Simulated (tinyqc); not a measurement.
Worked calculation (part 2 of 2): UKS/BLYP in the sto-6g basis, for H2O, spin multiplicity 3. Computed by tinyqc, a small Python program that keeps every step (integrals from PySCF). Command: `OMP_NUM_THREADS=1 python tinyqc.py 26075 26076 out.jsonl` (the two numbers bound the seeds that draw the settings). One thread of a shared host (Intel(R) Xeon(R) Processor @ 2.60GHz), about 5 s of CPU time with the checks.

Geometry (angstrom):
```
atom,x,y,z
O,0.000000,0.000000,0.000000
H,0.000000,0.799000,0.764000
H,0.000000,-0.799000,0.764000
```

## Iteration 2: exchange-correlation on the grid

D(alpha) after iteration 1:
```
,1O 1s,1O 2s,1O 2px,1O 2py,1O 2pz,2H 1s,3H 1s
1O 1s,1.063218,-0.295525,0.000000,0.000000,-0.030180,0.064601,0.064601
1O 2s,-0.295525,1.445431,0.000000,0.000000,0.228693,-0.489521,-0.489521
1O 2px,0.000000,0.000000,1.000000,0.000000,0.000000,0.000000,0.000000
1O 2py,0.000000,0.000000,0.000000,0.325672,0.000000,0.287189,-0.287189
1O 2pz,-0.030180,0.228693,0.000000,0.000000,1.134453,-0.287799,-0.287799
2H 1s,0.064601,-0.489521,0.000000,0.287189,-0.287799,0.869292,0.362785
3H 1s,0.064601,-0.489521,0.000000,-0.287189,-0.287799,0.362785,0.869292
```

D(beta) after iteration 1:
```
,1O 1s,1O 2s,1O 2px,1O 2py,1O 2pz,2H 1s,3H 1s
1O 1s,1.055148,-0.241685,0.000000,0.000000,0.041691,0.002803,0.002803
1O 2s,-0.241685,1.086208,0.000000,0.000000,-0.250828,-0.077212,-0.077212
1O 2px,0.000000,0.000000,0.000000,0.000000,0.000000,0.000000,0.000000
1O 2py,0.000000,0.000000,0.000000,0.386667,0.000000,0.287527,-0.287527
1O 2pz,0.041691,-0.250828,0.000000,0.000000,0.494347,0.262588,0.262588
2H 1s,0.002803,-0.077212,0.000000,0.287527,0.262588,0.356602,-0.071010
3H 1s,0.002803,-0.077212,0.000000,-0.287527,0.262588,-0.071010,0.356602
```

Becke grid with 20 radial and 14 angular points per atom, points of zero weight dropped. rho = sum D_ij phi_i phi_j; V_xc,ij = sum w v_xc phi_i phi_j plus the gradient terms; v_xc is d(rho eps)/d rho(s) for spin s at fixed gradient.

The 16 grid points with the largest w rho, of 830 (bohr, atomic units):
```
x,y,z,w,rho(alpha),rho(beta),eps_xc,v_xc(alpha)
0.000000,0.000000,-1.045076,0.279652,0.246380,0.196822,-0.640923,-0.790438
-0.603375,-0.603375,-0.603375,0.314510,0.208181,0.142769,-0.602170,-0.742508
-0.603375,0.603375,-0.603375,0.314510,0.208181,0.142769,-0.602170,-0.742508
0.603375,-0.603375,-0.603375,0.314510,0.208181,0.142769,-0.602170,-0.742508
0.603375,0.603375,-0.603375,0.314510,0.208181,0.142769,-0.602170,-0.742508
0.000000,0.000000,1.045076,0.264786,0.262795,0.151583,-0.634514,-0.794892
0.000000,0.000000,-1.383986,0.599896,0.094557,0.074952,-0.498751,-0.570132
-0.603375,0.603375,0.603375,0.284026,0.230710,0.126102,-0.606387,-0.762729
-0.603375,-0.603375,0.603375,0.284026,0.230710,0.126102,-0.606387,-0.762729
0.603375,0.603375,0.603375,0.284026,0.230710,0.126102,-0.606387,-0.762729
0.603375,-0.603375,0.603375,0.284026,0.230710,0.126102,-0.606387,-0.762729
0.000000,0.000000,-0.769704,0.122337,0.459369,0.365036,-0.756454,-0.985574
0.000000,0.000000,0.769704,0.121402,0.526500,0.247464,-0.757736,-1.013992
-0.799045,-0.799045,-0.799045,0.673881,0.080451,0.054568,-0.470656,-0.536418
-0.799045,0.799045,-0.799045,0.673881,0.080451,0.054568,-0.470656,-0.536418
0.799045,-0.799045,-0.799045,0.673881,0.080451,0.054568,-0.470656,-0.536418
```

electrons on the grid, sum of w rho = 10.036013

E_xc = sum of w rho eps_xc = -9.30488025 hartree

V_xc(alpha) (hartree):
```
,1O 1s,1O 2s,1O 2px,1O 2py,1O 2pz,2H 1s,3H 1s
1O 1s,-3.138334,-0.382366,0.000000,0.000000,-0.001569,-0.072093,-0.072093
1O 2s,-0.382366,-0.805993,0.000000,0.000000,-0.021757,-0.249737,-0.249737
1O 2px,0.000000,0.000000,-0.808656,0.000000,0.000000,0.000000,0.000000
1O 2py,0.000000,0.000000,0.000000,-0.774956,0.000000,-0.146966,0.146966
1O 2pz,-0.001569,-0.021757,0.000000,0.000000,-0.834531,-0.150836,-0.150836
2H 1s,-0.072093,-0.249737,0.000000,-0.146966,-0.150836,-0.530682,-0.109392
3H 1s,-0.072093,-0.249737,0.000000,0.146966,-0.150836,-0.109392,-0.530682
```

V_xc(beta) (hartree):
```
,1O 1s,1O 2s,1O 2px,1O 2py,1O 2pz,2H 1s,3H 1s
1O 1s,-3.112294,-0.364691,0.000000,0.000000,0.003269,-0.069135,-0.069135
1O 2s,-0.364691,-0.713836,0.000000,0.000000,0.001472,-0.226170,-0.226170
1O 2px,0.000000,0.000000,-0.651437,0.000000,0.000000,0.000000,0.000000
1O 2py,0.000000,0.000000,0.000000,-0.738515,0.000000,-0.138756,0.138756
1O 2pz,0.003269,0.001472,0.000000,0.000000,-0.751788,-0.135861,-0.135861
2H 1s,-0.069135,-0.226170,0.000000,-0.138756,-0.135861,-0.473522,-0.099743
3H 1s,-0.069135,-0.226170,0.000000,0.138756,-0.135861,-0.099743,-0.473522
```

## Iteration 2: building the Kohn-Sham matrix

core Hamiltonian H = T + V (hartree):
```
,1O 1s,1O 2s,1O 2px,1O 2py,1O 2pz,2H 1s,3H 1s
1O 1s,-32.888485,-7.268596,0.000000,0.000000,-0.017019,-1.247701,-1.247701
1O 2s,-7.268596,-9.109968,0.000000,0.000000,-0.196883,-2.889093,-2.889093
1O 2px,0.000000,0.000000,-7.361402,0.000000,0.000000,0.000000,0.000000
1O 2py,0.000000,0.000000,0.000000,-7.454600,0.000000,-1.523446,1.523446
1O 2pz,-0.017019,-0.196883,0.000000,0.000000,-7.446613,-1.516745,-1.516745
2H 1s,-1.247701,-2.889093,0.000000,-1.523446,-1.516745,-4.553472,-1.275849
3H 1s,-1.247701,-2.889093,0.000000,1.523446,-1.516745,-1.275849,-4.553472
```

nuclear repulsion = 7.99008280 hartree

Given earlier and not repeated: Two-electron integrals (ij|kl) in chemists' order.

J_ij = sum D_kl (ij|kl) with D = D(alpha) + D(beta); F = H + J + V_xc; E = tr D H + tr D J / 2 + E_xc + E_nn.

Coulomb J (hartree):
```
,1O 1s,1O 2s,1O 2px,1O 2py,1O 2pz,2H 1s,3H 1s
1O 1s,16.894648,2.976764,0.000000,0.000000,0.013115,0.523275,0.523275
1O 2s,2.976764,7.833183,0.000000,0.000000,0.160039,2.514482,2.514482
1O 2px,0.000000,0.000000,7.772737,0.000000,0.000000,0.000000,0.000000
1O 2py,0.000000,0.000000,0.000000,7.835974,0.000000,1.465884,-1.465884
1O 2pz,0.013115,0.160039,0.000000,0.000000,7.890836,1.458995,1.458995
2H 1s,0.523275,2.514482,0.000000,1.465884,1.458995,4.793306,1.163702
3H 1s,0.523275,2.514482,0.000000,-1.465884,1.458995,1.163702,4.793306
```

F(alpha) (hartree):
```
,1O 1s,1O 2s,1O 2px,1O 2py,1O 2pz,2H 1s,3H 1s
1O 1s,-19.132170,-4.674199,0.000000,0.000000,-0.005473,-0.796519,-0.796519
1O 2s,-4.674199,-2.082778,0.000000,0.000000,-0.058602,-0.624347,-0.624347
1O 2px,0.000000,0.000000,-0.397321,0.000000,0.000000,0.000000,0.000000
1O 2py,0.000000,0.000000,0.000000,-0.393581,0.000000,-0.204528,0.204528
1O 2pz,-0.005473,-0.058602,0.000000,0.000000,-0.390309,-0.208586,-0.208586
2H 1s,-0.796519,-0.624347,0.000000,-0.204528,-0.208586,-0.290849,-0.221539
3H 1s,-0.796519,-0.624347,0.000000,0.204528,-0.208586,-0.221539,-0.290849
```

F(beta) (hartree):
```
,1O 1s,1O 2s,1O 2px,1O 2py,1O 2pz,2H 1s,3H 1s
1O 1s,-19.106130,-4.656524,0.000000,0.000000,-0.000635,-0.793561,-0.793561
1O 2s,-4.656524,-1.990621,0.000000,0.000000,-0.035373,-0.600780,-0.600780
1O 2px,0.000000,0.000000,-0.240102,0.000000,0.000000,0.000000,0.000000
1O 2py,0.000000,0.000000,0.000000,-0.357140,0.000000,-0.196318,0.196318
1O 2pz,-0.000635,-0.035373,0.000000,0.000000,-0.307565,-0.193611,-0.193611
2H 1s,-0.793561,-0.600780,0.000000,-0.196318,-0.193611,-0.233689,-0.211889
3H 1s,-0.793561,-0.600780,0.000000,0.196318,-0.193611,-0.211889,-0.233689
```

total energy of this density = -75.71710218 hartree

## Iteration 2: DIIS over 2 matrices

error matrix X^T (FDS - SDF) X (alpha):
```
,1,2,3,4,5,6,7
1,0.000000,0.000000,0.000000,0.000000,0.000000,0.000000,0.000000
2,0.000000,0.000000,0.000000,0.000000,0.000000,-0.182377,0.000000
3,0.000000,0.000000,0.000000,0.000000,0.000000,0.000000,0.000000
4,0.000000,0.000000,0.000000,0.000000,0.000000,0.000000,0.000000
5,0.000000,0.000000,0.000000,0.000000,0.000000,0.000000,0.000000
6,0.000000,0.182377,0.000000,0.000000,0.000000,0.000000,0.000000
7,0.000000,0.000000,0.000000,0.000000,0.000000,0.000000,0.000000
```

B (overlaps of the stored error matrices):
```
,1,2
1,5.1993594e-01,-7.8470557e-02
2,-7.8470557e-02,1.4574644e-01
```

Minimise |sum c_i e_i|^2 with sum c_i = 1: solve [B -1; -1 0][c; lambda] = [0; -1] with B_ij = tr e_i^T e_j summed over both spins, and take F = sum c_i F_i.

DIIS coefficients: 0.272563  0.727437

extrapolated F(alpha) (hartree):
```
,1O 1s,1O 2s,1O 2px,1O 2py,1O 2pz,2H 1s,3H 1s
1O 1s,-19.012957,-4.647308,0.000000,0.000000,-0.009584,-0.792101,-0.792101
1O 2s,-4.647308,-2.011524,0.000000,0.000000,-0.084406,-0.613020,-0.613020
1O 2px,0.000000,0.000000,-0.328243,0.000000,0.000000,0.000000,0.000000
1O 2py,0.000000,0.000000,0.000000,-0.322051,0.000000,-0.199702,0.199702
1O 2pz,-0.009584,-0.084406,0.000000,0.000000,-0.317157,-0.211919,-0.211919
2H 1s,-0.792101,-0.613020,0.000000,-0.199702,-0.211919,-0.307407,-0.222220
3H 1s,-0.792101,-0.613020,0.000000,0.199702,-0.211919,-0.222220,-0.307407
```

extrapolated F(beta) (hartree):
```
,1O 1s,1O 2s,1O 2px,1O 2py,1O 2pz,2H 1s,3H 1s
1O 1s,-18.988751,-4.630320,0.000000,0.000000,-0.005999,-0.789319,-0.789319
1O 2s,-4.630320,-1.922994,0.000000,0.000000,-0.067418,-0.589579,-0.589579
1O 2px,0.000000,0.000000,-0.173440,0.000000,0.000000,0.000000,0.000000
1O 2py,0.000000,0.000000,0.000000,-0.280863,0.000000,-0.190116,0.190116
1O 2pz,-0.005999,-0.067418,0.000000,0.000000,-0.247626,-0.197824,-0.197824
2H 1s,-0.789319,-0.589579,0.000000,-0.190116,-0.197824,-0.238448,-0.212055
3H 1s,-0.789319,-0.589579,0.000000,0.190116,-0.197824,-0.212055,-0.238448
```

## Iteration 2: diagonalisation and new density

X:
```
,1,2,3,4,5,6,7
1O 1s,-0.330483,0.000000,0.734185,0.000000,0.623718,0.000000,0.161083
1O 2s,1.022859,0.000000,-0.323978,0.000000,0.340458,0.000000,0.422276
1O 2px,0.000000,0.000000,0.000000,1.000000,0.000000,0.000000,0.000000
1O 2py,0.000000,0.812017,0.000000,0.000000,0.000000,0.722522,0.000000
1O 2pz,0.537754,0.000000,0.659576,0.000000,-0.598654,0.000000,0.227698
2H 1s,-0.646125,-0.788353,-0.169727,0.000000,-0.139149,0.372105,0.387804
3H 1s,-0.646125,0.788353,-0.169727,0.000000,-0.139149,-0.372105,0.387804
```

Diagonalise F' = X^T F X, C = X C', fill 6 alpha and 4 beta electrons from the bottom; D(s) = C_occ C_occ^T. Each column has its largest component positive (the first on a tie).

F' = X^T F X (alpha) (hartree):
```
,1,2,3,4,5,6,7
1,-0.424023,0.000000,1.857809,0.000000,1.692177,0.000000,0.403881
2,0.000000,0.193124,0.000000,0.000000,0.000000,-0.032149,0.000000
3,1.857809,0.000000,-8.035656,0.000000,-8.301055,0.000000,-3.427317
4,0.000000,0.000000,0.000000,-0.328243,0.000000,0.000000,0.000000
5,1.692177,0.000000,-8.301055,0.000000,-9.375430,0.000000,-3.889245
6,0.000000,-0.032149,0.000000,0.000000,0.000000,-0.406476,0.000000
7,0.403881,0.000000,-3.427317,0.000000,-3.889245,0.000000,-2.351278
```

orbital energies (alpha) (hartree): MO1 -19.017136, MO2 -0.947720, MO3 -0.408195, MO4 -0.356886, MO5 -0.328243, MO6 0.135354, MO7 0.194842

coefficients C (alpha):
```
,MO1,MO2,MO3,MO4,MO5,MO6,MO7
1O 1s,0.996083,-0.237974,0.000000,0.074070,0.000000,0.094443,0.000000
1O 2s,0.017747,0.941946,0.000000,-0.389893,0.000000,-0.637053,0.000000
1O 2px,0.000000,0.000000,0.000000,0.000000,1.000000,0.000000,0.000000
1O 2py,0.000000,0.000000,0.764843,0.000000,0.000000,0.000000,-0.772286
1O 2pz,0.002309,0.119951,0.000000,0.812129,0.000000,-0.678606,0.000000
2H 1s,-0.003799,0.083955,0.329487,0.250729,0.000000,0.738993,0.807095
3H 1s,-0.003799,0.083955,-0.329487,0.250729,0.000000,0.738993,-0.807095
```

F' = X^T F X (beta) (hartree):
```
,1,2,3,4,5,6,7
1,-0.315839,0.000000,1.873088,0.000000,1.703229,0.000000,0.424220
2,0.000000,0.268816,0.000000,0.000000,0.000000,-0.047606,0.000000
3,1.873088,0.000000,-7.992919,0.000000,-8.317106,0.000000,-3.429398
4,0.000000,0.000000,0.000000,-0.173440,0.000000,0.000000,0.000000
5,1.703229,0.000000,-8.317106,0.000000,-9.330867,0.000000,-3.892292
6,0.000000,-0.047606,0.000000,0.000000,0.000000,-0.358384,0.000000
7,0.424220,0.000000,-3.429398,0.000000,-3.892292,0.000000,-2.280591
```

orbital energies (beta) (hartree): MO1 -18.992530, MO2 -0.862579, MO3 -0.361977, MO4 -0.296256, MO5 -0.173440, MO6 0.231150, MO7 0.272408

coefficients C (beta):
```
,MO1,MO2,MO3,MO4,MO5,MO6,MO7
1O 1s,0.996286,-0.235354,0.000000,0.072787,0.000000,0.099710,0.000000
1O 2s,0.016831,0.928375,0.000000,-0.385481,0.000000,-0.659296,0.000000
1O 2px,0.000000,0.000000,0.000000,0.000000,1.000000,0.000000,0.000000
1O 2py,0.000000,0.000000,0.781583,0.000000,0.000000,0.000000,-0.755340
1O 2pz,0.001985,0.098285,0.000000,0.811461,0.000000,-0.682876,0.000000
2H 1s,-0.003550,0.100560,0.311721,0.252731,0.000000,0.736234,0.814121
3H 1s,-0.003550,0.100560,-0.311721,0.252731,0.000000,0.736234,-0.814121
```

D(alpha) after iteration 2:
```
,1O 1s,1O 2s,1O 2px,1O 2py,1O 2pz,2H 1s,3H 1s
1O 1s,1.063218,-0.295525,0.000000,0.000000,-0.030180,0.064601,0.064601
1O 2s,-0.295525,1.445431,0.000000,0.000000,0.228693,-0.489521,-0.489521
1O 2px,0.000000,0.000000,1.000000,0.000000,0.000000,0.000000,0.000000
1O 2py,0.000000,0.000000,0.000000,0.584985,0.000000,0.252006,-0.252006
1O 2pz,-0.030180,0.228693,0.000000,0.000000,1.134453,-0.287799,-0.287799
2H 1s,0.064601,-0.489521,0.000000,0.252006,-0.287799,0.724600,0.507477
3H 1s,0.064601,-0.489521,0.000000,-0.252006,-0.287799,0.507477,0.724600
```

D(beta) after iteration 2:
```
,1O 1s,1O 2s,1O 2px,1O 2py,1O 2pz,2H 1s,3H 1s
1O 1s,1.053276,-0.229787,0.000000,0.000000,0.037909,-0.008809,-0.008809
1O 2s,-0.229787,1.010759,0.000000,0.000000,-0.221524,-0.004125,-0.004125
1O 2px,0.000000,0.000000,0.000000,0.000000,0.000000,0.000000,0.000000
1O 2py,0.000000,0.000000,0.000000,0.610872,0.000000,0.243636,-0.243636
1O 2pz,0.037909,-0.221524,0.000000,0.000000,0.668134,0.214958,0.214958
2H 1s,-0.008809,-0.004125,0.000000,0.243636,0.214958,0.171168,-0.023173
3H 1s,-0.008809,-0.004125,0.000000,-0.243636,0.214958,-0.023173,0.171168
```

## Iteration 7 (converged): orbitals

converged F(alpha) (hartree):
```
,1O 1s,1O 2s,1O 2px,1O 2py,1O 2pz,2H 1s,3H 1s
1O 1s,-18.877726,-4.620423,0.000000,0.000000,-0.008595,-0.787456,-0.787456
1O 2s,-4.620423,-1.948072,0.000000,0.000000,-0.088425,-0.599924,-0.599924
1O 2px,0.000000,0.000000,-0.262286,0.000000,0.000000,0.000000,0.000000
1O 2py,0.000000,0.000000,0.000000,-0.258991,0.000000,-0.194315,0.194315
1O 2pz,-0.008595,-0.088425,0.000000,0.000000,-0.255816,-0.208475,-0.208475
2H 1s,-0.787456,-0.599924,0.000000,-0.194315,-0.208475,-0.314617,-0.220680
3H 1s,-0.787456,-0.599924,0.000000,0.194315,-0.208475,-0.220680,-0.314617
```

converged F(beta) (hartree):
```
,1O 1s,1O 2s,1O 2px,1O 2py,1O 2pz,2H 1s,3H 1s
1O 1s,-18.851487,-4.603038,0.000000,0.000000,-0.003655,-0.784543,-0.784543
1O 2s,-4.603038,-1.858693,0.000000,0.000000,-0.064536,-0.576188,-0.576188
1O 2px,0.000000,0.000000,-0.106662,0.000000,0.000000,0.000000,0.000000
1O 2py,0.000000,0.000000,0.000000,-0.220054,0.000000,-0.185073,0.185073
1O 2pz,-0.003655,-0.064536,0.000000,0.000000,-0.182309,-0.193227,-0.193227
2H 1s,-0.784543,-0.576188,0.000000,-0.185073,-0.193227,-0.247691,-0.210291
3H 1s,-0.784543,-0.576188,0.000000,0.185073,-0.193227,-0.210291,-0.247691
```

As before.

F' = X^T F X (alpha) (hartree):
```
,1,2,3,4,5,6,7
1,-0.388251,0.000000,1.839202,0.000000,1.671354,0.000000,0.434791
2,0.000000,0.210031,0.000000,0.000000,0.000000,0.007101,0.000000
3,1.839202,0.000000,-7.940834,0.000000,-8.273237,0.000000,-3.404948
4,0.000000,0.000000,0.000000,-0.262286,0.000000,0.000000,0.000000
5,1.671354,0.000000,-8.273237,0.000000,-9.284332,0.000000,-3.862840
6,0.000000,0.007101,0.000000,0.000000,0.000000,-0.370187,0.000000
7,0.434791,0.000000,-3.404948,0.000000,-3.862840,0.000000,-2.321068
```

orbital energies (alpha) (hartree): MO1 -18.882063, MO2 -0.892846, MO3 -0.370274, MO4 -0.309028, MO5 -0.262286, MO6 0.149453, MO7 0.210118

coefficients C (alpha):
```
,MO1,MO2,MO3,MO4,MO5,MO6,MO7
1O 1s,0.995998,-0.234346,0.000000,0.085713,0.000000,-0.094553,0.000000
1O 2s,0.018115,0.918542,0.000000,-0.451270,0.000000,0.630666,0.000000
1O 2px,0.000000,0.000000,0.000000,0.000000,1.000000,0.000000,0.000000
1O 2py,0.000000,0.000000,0.712533,0.000000,0.000000,0.000000,0.820797
1O 2pz,0.002292,0.124311,0.000000,0.765965,0.000000,0.729584,0.000000
2H 1s,-0.003870,0.105766,0.381723,0.293219,0.000000,-0.720319,-0.783742
3H 1s,-0.003870,0.105766,-0.381723,0.293219,0.000000,-0.720319,0.783742
```

F' = X^T F X (beta) (hartree):
```
,1,2,3,4,5,6,7
1,-0.274744,0.000000,1.857470,0.000000,1.679058,0.000000,0.460135
2,0.000000,0.282318,0.000000,0.000000,0.000000,-0.008169,0.000000
3,1.857470,0.000000,-7.897630,0.000000,-8.287277,0.000000,-3.403731
4,0.000000,0.000000,0.000000,-0.106662,0.000000,0.000000,0.000000
5,1.679058,0.000000,-8.287277,0.000000,-9.240899,0.000000,-3.867437
6,0.000000,-0.008169,0.000000,0.000000,0.000000,-0.324264,0.000000
7,0.460135,0.000000,-3.403731,0.000000,-3.867437,0.000000,-2.248400
```

orbital energies (beta) (hartree): MO1 -18.855415, MO2 -0.806758, MO3 -0.324374, MO4 -0.249940, MO5 -0.106662, MO6 0.250440, MO7 0.282428

coefficients C (beta):
```
,MO1,MO2,MO3,MO4,MO5,MO6,MO7
1O 1s,0.996204,-0.231539,0.000000,0.083636,0.000000,-0.100946,0.000000
1O 2s,0.017185,0.903385,0.000000,-0.444095,0.000000,0.657123,0.000000
1O 2px,0.000000,0.000000,0.000000,0.000000,1.000000,0.000000,0.000000
1O 2py,0.000000,0.000000,0.733390,0.000000,0.000000,0.000000,0.802216
1O 2pz,0.001880,0.093918,0.000000,0.764571,0.000000,0.735568,0.000000
2H 1s,-0.003604,0.124783,0.361457,0.296875,0.000000,-0.715765,-0.793292
3H 1s,-0.003604,0.124783,-0.361457,0.296875,0.000000,-0.715765,0.793292
```

D(alpha) after iteration 7:
```
,1O 1s,1O 2s,1O 2px,1O 2py,1O 2pz,2H 1s,3H 1s
1O 1s,1.063218,-0.295525,0.000000,0.000000,-0.030180,0.064601,0.064601
1O 2s,-0.295525,1.445431,0.000000,0.000000,0.228693,-0.489521,-0.489521
1O 2px,0.000000,0.000000,1.000000,0.000000,0.000000,0.000000,0.000000
1O 2py,0.000000,0.000000,0.000000,0.507703,0.000000,0.271990,-0.271990
1O 2pz,-0.030180,0.228693,0.000000,0.000000,1.134453,-0.287799,-0.287799
2H 1s,0.064601,-0.489521,0.000000,0.271990,-0.287799,0.761751,0.470326
3H 1s,0.064601,-0.489521,0.000000,-0.271990,-0.287799,0.470326,0.761751
```

D(beta) after iteration 7:
```
,1O 1s,1O 2s,1O 2px,1O 2py,1O 2pz,2H 1s,3H 1s
1O 1s,1.053028,-0.229191,0.000000,0.000000,0.044073,-0.007653,-0.007653
1O 2s,-0.229191,1.013620,0.000000,0.000000,-0.254665,-0.019176,-0.019176
1O 2px,0.000000,0.000000,0.000000,0.000000,0.000000,0.000000,0.000000
1O 2py,0.000000,0.000000,0.000000,0.537860,0.000000,0.265089,-0.265089
1O 2pz,0.044073,-0.254665,0.000000,0.000000,0.593393,0.238695,0.238695
2H 1s,-0.007653,-0.019176,0.000000,0.265089,0.238695,0.234370,-0.026933
3H 1s,-0.007653,-0.019176,0.000000,-0.265089,0.238695,-0.026933,0.234370
```

## Convergence

Stop when the energy changes by less than 1e-09 hartree and every element of the error matrix X^T (F D S - S D F) X (for each spin) is below 9e-06.

Course of the cycle:
```
iteration,E (hartree),change,largest element of the error matrix
1,-75.50764121,-,3.11e-01
2,-75.71710218,-2.09e-01,1.82e-01
3,-75.76264100,-4.55e-02,8.22e-02
4,-75.77778356,-1.51e-02,2.91e-03
5,-75.77779550,-1.19e-05,2.94e-04
6,-75.77779584,-3.45e-07,2.54e-05
7,-75.77779585,-9.72e-10,8.58e-08
```

PySCF UKS in the same basis, fine grid, after a stability check = -75.74532001 hartree

Converged in 7 iterations. The coarse grid moves the energy by -3.25e-02 hartree.

## Populations, bond orders and dipole

overlap S:
```
,1O 1s,1O 2s,1O 2px,1O 2py,1O 2pz,2H 1s,3H 1s
1O 1s,1.000000,0.231145,0.000000,0.000000,0.000000,0.039404,0.039404
1O 2s,0.231145,1.000000,0.000000,0.000000,0.000000,0.385194,0.385194
1O 2px,0.000000,0.000000,1.000000,0.000000,0.000000,0.000000,0.000000
1O 2py,0.000000,0.000000,0.000000,1.000000,0.000000,0.244290,-0.244290
1O 2pz,0.000000,0.000000,0.000000,0.000000,1.000000,0.233589,0.233589
2H 1s,0.039404,0.385194,0.000000,0.244290,0.233589,1.000000,0.222718
3H 1s,0.039404,0.385194,0.000000,-0.244290,0.233589,0.222718,1.000000
```

Mulliken: Z minus the diagonal of D S on the atom; Loewdin: the same with S^(1/2) D S^(1/2); Mayer order: 2 sum_s sum (D(s) S)_ij (D(s) S)_ji over the two atoms.

Charges (e):
```
atom,Mulliken,Loewdin,Mulliken spin
1O,0.041805,0.093609,1.322989
2H,-0.020903,-0.046805,0.338505
3H,-0.020903,-0.046805,0.338505
```

Mayer bond orders:
```
pair,order
2-1,0.679651
3-1,0.679651
3-2,0.205326
```

dipole moment about the origin, x y z (debye): 0.000000  0.000000  -0.034228

<S^2> of the determinant (pure state: 2) = 2.000660
